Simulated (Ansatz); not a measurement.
# triplet BN2H5: levels of theory compared

Wanted: a comparison of 6 runs (UHF/6-311+G**, UB2PLYP/6-311+G**, UB3LYP/6-311+G**, UBLYP/6-311+G**, UPBE0/6-311+G**, UCCSD/6-311+G**) of triplet BN2H5. 

Program for the calculation: Ansatz 0.2.0.

41 further runs of the same task are left out: 41 set aside as unsound or not needed.

## 1. The molecule

The species is BN2H5 (8 atoms), meant as a triplet with charge 0. As SMILES of the parent species, `NBN`. Geometry: relaxed at PBE0-D4/def2-TZVP. That shape belongs to the parent species and isn't relaxed for this state.

Bond lengths: N1–B2 1.409 Å, B2–N3 1.409 Å, N1–H4 1.005 Å, N1–H5 1.002 Å, B2–H6 1.200 Å, N3–H7 1.003 Å, N3–H8 1.005 Å. Angles: N1–B2–N3 122.9°, N1–B2–H6 118.5°, N3–B2–H6 118.5°, B2–N1–H4 124.5°, B2–N1–H5 121.9°, B2–N3–H7 121.9°, B2–N3–H8 124.5°, H4–N1–H5 113.6°, H7–N3–H8 113.6°.

## 2. The energy at UHF/6-311+G(d,p) (run 1)

File run.yaml:

```yaml
crystal:
  periodic: [false, false, false]
  atoms:
    - {symbol: "N", position_ang: [-0.971000, 0.516500, -0.581100]}
    - {symbol: B, position_ang: [0.194200, 0.386600, 0.200500]}
    - {symbol: "N", position_ang: [0.848200, -0.845200, 0.401400]}
    - {symbol: H, position_ang: [-1.426800, -0.244500, -1.053400]}
    - {symbol: H, position_ang: [-1.423900, 1.400900, -0.713700]}
    - {symbol: H, position_ang: [0.649700, 1.368600, 0.718000]}
    - {symbol: H, position_ang: [1.676700, -0.919800, 0.960900]}
    - {symbol: H, position_ang: [0.545000, -1.720300, 0.011600]}
basis:
  gaussian:
    orbitals: 6-311+G_st__st_.json
magnetization:
  spin_polarized: true
  initial_magnetization: 2
hamiltonian:
  xc: hf
accuracy: high
output: {orbitals: {seedname: orbitals}}
```

The basis set 6-311+G** is read from a file made from the Basis Set Exchange's data (not shown).

On the command line:

```sh
$ ansatz run run.yaml --threads 1 --pin off --max-ram 3480MiB --events-out events.jsonl --progress --plain --runs-dir runs
```

The log of the run:

```text
Warning: RAYON_NUM_THREADS=1 ignored (pool sized by the plan → 1); use --threads N
Functional definition: HF
  name "HF"
  exchange = exact_x
  correlation = 0
1919 factors; integrals over basis functions are off by at most 3.4e-9 eV
mean field evaluation 1: about -3708.6252 eV, gradient 2.2e1 eV
mean field evaluation 2: about -3708.6267 eV, gradient 2.2e1 eV
mean field evaluation 4: about -3712.0002 eV, gradient 3.1e0 eV
mean field evaluation 8: about -3712.2265 eV, gradient 2.4e-1 eV
mean field evaluation 16: about -3712.2288 eV, gradient 4.3e-3 eV
mean field evaluation 32: about -3712.4033 eV, gradient 1.9e-8 eV
mean field evaluation 64: about -3712.2382 eV, gradient 2.3e-1 eV
mean field evaluation 96: about -3711.2463 eV, gradient 1.6e0 eV
mean field evaluation 128: about -3708.6114 eV, gradient 3.8e0 eV
mean field evaluation 160: about -3711.0387 eV, gradient 1.1e0 eV
mean field evaluation 192: about -3712.2288 eV, gradient 5.5e-5 eV
mean field -3712.40327380 eV, -136.4283039548 hartree, gradient 1.9e-8 eV, S^2 2.032186; 4 other end points of the search recorded, 0 dependent functions left out
reference -3712.40327380 eV, -136.4283039548 hartree; 13, 11 occupied and 83, 85 virtual orbitals, 1919 factors
Total energy: -3712.40327380 eV, -136.4283039548 hartree
```

Wall time 6 s (1 thread of Intel Xeon 6975P-C (Granite Rapids), shared host); peak memory 0.27 GiB.

## 3. A single-point energy at UB2PLYP/6-311+G(d,p) (run 2)

File run.yaml:

```yaml
crystal:
  periodic: [false, false, false]
  atoms:
    - {symbol: N, position_ang: [-0.971000, 0.516500, -0.581100]}
    - {symbol: B, position_ang: [0.194200, 0.386600, 0.200500]}
    - {symbol: N, position_ang: [0.848200, -0.845200, 0.401400]}
    - {symbol: H, position_ang: [-1.426800, -0.244500, -1.053400]}
    - {symbol: H, position_ang: [-1.423900, 1.400900, -0.713700]}
    - {symbol: H, position_ang: [0.649700, 1.368600, 0.718000]}
    - {symbol: H, position_ang: [1.676700, -0.919800, 0.960900]}
    - {symbol: H, position_ang: [0.545000, -1.720300, 0.011600]}
basis:
  gaussian: {orbitals: 6-311+G_st__st_.json}
magnetization: {spin_polarized: true, initial_magnetization: 2}
hamiltonian: {xc: {name: B2PLYP}}
correlation: {frozen_orbitals: {B: 1, H: 0, "N": 1}}
accuracy: high
output: {orbitals: {seedname: orbitals}}
```

The basis set 6-311+G** is read from a file made from the Basis Set Exchange's data (not shown).

On the command line:

```sh
$ ansatz run run.yaml --threads 1 --pin off --max-ram 3480MiB --events-out events.jsonl --progress --plain --runs-dir runs
```

The log of the run, cut to the lines that bear on the results:

```text
Warning: RAYON_NUM_THREADS=1 ignored (pool sized by the plan → 1); use --threads N
Functional definition: B2PLYP
  name "B2PLYP"
[...]
1919 factors; integrals over basis functions are off by at most 3.4e-9 eV
[...]
mean field -3727.72658687 eV, -136.9914253236 hartree, gradient 6.2e-8 eV, S^2 2.051574; 6 other end points of the search recorded, 0 dependent functions left out
3 core orbitals not correlated: weight in the atoms' cores, before any rotation towards them, 1.000 or more for the frozen orbitals, at most 0.000 for the correlated occupied ones
reference -3727.72661244 eV, -136.9914262633 hartree; 10, 8 occupied and 83, 85 virtual orbitals, 1919 factors
second order -14.75974926 eV of doubles, -0.00000000 eV of singles
Total energy: -3731.71174474 eV, -137.1378771741 hartree
```

Wall time 33 s (1 thread of Intel Xeon 6975P-C (Granite Rapids), shared host); peak memory 0.47 GiB.

Runs 3 to 5 aren't shown in full; the table further down has their settings and results.

## 4. The energy at UCCSD/6-311+G(d,p) (run 6)

File molecule.yaml:

```yaml
basis:
  gaussian: {orbitals: 6-311+G_st__st_.json}
crystal:
  periodic: [false, false, false]
  atoms:
    - {symbol: N, position_ang: [-0.971000, 0.516500, -0.581100]}
    - {symbol: B, position_ang: [0.194200, 0.386600, 0.200500]}
    - {symbol: "N", position_ang: [0.848200, -0.845200, 0.401400]}
    - {symbol: H, position_ang: [-1.426800, -0.244500, -1.053400]}
    - {symbol: H, position_ang: [-1.423900, 1.400900, -0.713700]}
    - {symbol: H, position_ang: [0.649700, 1.368600, 0.718000]}
    - {symbol: H, position_ang: [1.676700, -0.919800, 0.960900]}
    - {symbol: H, position_ang: [0.545000, -1.720300, 0.011600]}
magnetization: {spin_polarized: true, initial_magnetization: 2}
correlation: {method: ccsd, frozen_orbitals: {B: 1, H: 0, "N": 1}}
accuracy: high
scf: {omitted_lower_state_checks: [cluster_reference, increment]}
```

The basis set 6-311+G** is read from a file made from the Basis Set Exchange's data (not shown).

On the command line:

```sh
$ ansatz run molecule.yaml --threads 1 --pin off --max-ram 3480MiB --events-out events.jsonl --progress --plain --runs-dir runs
```

The log of the run:

```text
Warning: RAYON_NUM_THREADS=1 ignored (pool sized by the plan → 1); use --threads N
[... 15 lines left out ...]
3 core orbitals not correlated: weight in the atoms' cores, before any rotation towards them, 1.000 or more for the frozen orbitals, at most 0.000 for the correlated occupied ones
[... 32 lines left out ...]
Total energy: -3725.08933122 eV, -136.8945079661 hartree
Checks for a lower state left out: cluster_reference, increment
```

Run time: 38 s. Hardware: 1 thread of Intel Xeon 6975P-C (Granite Rapids), shared host; peak memory 1.4 GiB.

## 5. The series

| run | level | frozen core orbitals | energy (Eh) | HOMO energy (eV) | ⟨S²⟩ | wall time |
| --- | --- | --- | --- | --- | --- | --- |
| 1 | UHF/6-311+G** | – | -136.428304 | -3.36 | 2.032 | 6 s |
| 2 | UB2PLYP/6-311+G** | 3 | -137.137877 | -2.50 | 2.052 | 33 s |
| 3 | UB3LYP/6-311+G** | – | -137.294918 | -2.15 | 2.023 | 16 s |
| 4 | UBLYP/6-311+G** | – | -137.239766 | -1.72 | 2.009 | 7.5 s |
| 5 | UPBE0/6-311+G** | – | -137.113250 | -2.21 | 2.029 | 16 s |
| 6 | UCCSD/6-311+G** | 3 | -136.894508 | – | 2.032 | 38 s |

## 6. Outcome

| quantity | value |
| --- | --- |
| run 6: total energy | -136.89451 Eh |
| run 6: correlation energy (3 core orbitals frozen) | -466.2 mEh |
| run 6: ⟨S²⟩ of the reference determinant | 2.032 |
| run 6: T1 diagnostic | 0.048 |

In words: Totals of different functionals can't be ranked against each other. All runs together took 1.9 min, the longest 38 s.
